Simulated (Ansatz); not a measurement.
Coupled-cluster diagnostics for B₃⁺, Ansatz.

Geometry of the singlet (PBE-D4/def2-TZVP):

```csv
atom,x (Å),y (Å),z (Å)
B1,0.2200,-0.4475,-0.7599
B2,-0.8737,0.1345,0.2114
B3,0.6537,0.3130,0.5486
```

Correlated methods freeze 3 core orbitals. At PBE0-D4/def2-TZVP a broken-symmetry singlet of charge 1 lies 0.07 eV below the triplet, each at its own geometry. At PBE0-D4/def2-TZVP a broken-symmetry singlet of charge 1 lies 0.18 eV below the quintet, each at its own geometry. The structure comes from a short search, and lower isomers may exist.

Geometry of the charge 1 triplet (PBE-D4/def2-TZVP):

```xyz
3

B     0.580    0.017   -0.742
B    -0.673    0.653    0.087
B     0.092   -0.671    0.655
```

Geometry of the charge 1 quintet (PBE-D4/def2-TZVP):

```xyz
3

B     0.003    0.008    0.005
B    -0.195   -0.783    1.372
B     0.192    0.775   -1.377
```

Estimate the CCSD(T) correlation energy, the shares of MP2 and (T), T1 and the reference's ⟨S²⟩ for: charge 1, singlet, own geometry in def2-TZVPP; charge 1, triplet, own geometry in def2-TZVPP; charge 1, quintet, own geometry in def2-TZVPP; and the rough time on 4 threads of AMD EPYC 9B14 on a shared host.


```
                          state       basis  correlation (eV)  MP2 share (%)  (T) share (%)     T1  ⟨S²⟩ (pure)  wall time                            remarks
charge 1, singlet, own geometry  def2-TZVPP            -8.002           85.8            9.9  0.046  0.00 (0.00)      0.7 s  large T1, restricted SCF unstable
charge 1, triplet, own geometry  def2-TZVPP            -6.685           68.4            8.0  0.109  2.79 (2.00)      1.3 s        large T1, spin-contaminated
charge 1, quintet, own geometry  def2-TZVPP            -4.914           78.2            5.3  0.025  6.01 (6.00)      1.1 s                                  –
```
Customary marks for T1 are 0.02 (closed shells), 0.045 (open shells) and about 0.05 (3d metals). T1 exceeds 0.02 in 3 of 3 rows and 0.045 in 2; the higher it lies, the less the single-reference result can be trusted.
